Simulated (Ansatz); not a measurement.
Basis-set extrapolation for CH$_{6}$Al$_{2}$ (`[AlH2][CH2][AlH2]`) (PBE0-D4/def2-TZVP geometry, frozen core, Ansatz 0.2.0). Multiplicity 1, RHF reference.

|  | def2-TZVPP | def2-QZVPP |
| --- | --- | --- |
| HF | -525.206472 | -525.222980 |
| MP2 correlation | -0.345204 | -0.368158 |
| CCSD(T) correlation | -0.402365 | not run |

Energies in hartree. Use E(X) = E(∞) + A·exp(−7.88·√X) for Hartree–Fock and E(X) = E(∞) + B·X^(−2.97) for correlation, with X = 3 and 4, and add CCSD(T) minus MP2 of the smaller set to the MP2 limit.

Q: What is the CCSD(T) energy at the basis-set limit?

A: HF limit: -525.222980 + (-0.016508) × 0.13774 = -525.22525. MP2 limit: -0.368158 + (-0.022954) × 0.74074 = -0.38516. Higher-order term: -0.402365 − (-0.345204) = -0.05716. Total: -525.66757 hartree, 154.2 kJ/mol below CCSD(T)/def2-TZVPP.
